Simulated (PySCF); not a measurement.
Atoms are numbered as in `[CH3:1][B:2]=[S:3]`; H(Xn) means a hydrogen on atom n.

Geometry: PBE0-D3(BJ)/def2-TZVP; GIAO shifts from PySCF 2.14.0 with density-fitted response routines, gas phase, non-relativistic, averaged over equivalent atoms.

At KT3/pcSseg-2 (157 basis functions, 8.5 s wall time on 1 thread of an Arm Neoverse V1, shared host):
```tsv
atoms	δ (ppm)
C1	-3.4
B2	50.8
S3	-37.6
H(C1)	0.83
```

Chemical shifts δ = σref − σ; ¹³C (183.24 ppm) and ¹H (31.63 ppm) against TMS; ¹¹B (98.26 ppm) against BF3·OEt2; ³³S (535.12 ppm) against CS2, all at this level.

**Question.** Predict the values at B97-2/pcSseg-2 on the same geometry.

**Answer.** 
```tsv
atoms	δ at B97-2/pcSseg-2	change
C1	-3.6	-0.2
B2	57.1	+6.3
S3	-34.3	+3.3
H(C1)	0.82	-0.01
```

Referencing at the same level of theory: ¹³C (σ = 185.38 ppm), ¹H (σ = 31.64 ppm) vs TMS; BF3·OEt2 for ¹¹B (σ = 99.77 ppm); ³³S (σ = 517.10 ppm) vs CS2.

The largest change is at B2 (boron bonded to C, S). Cost: 157 basis functions, 5.2 s wall time on 1 thread of an Arm Neoverse V1, shared host.

A carbon bonded to boron is broadened by the quadrupolar boron nucleus and is often missing from a measured spectrum.
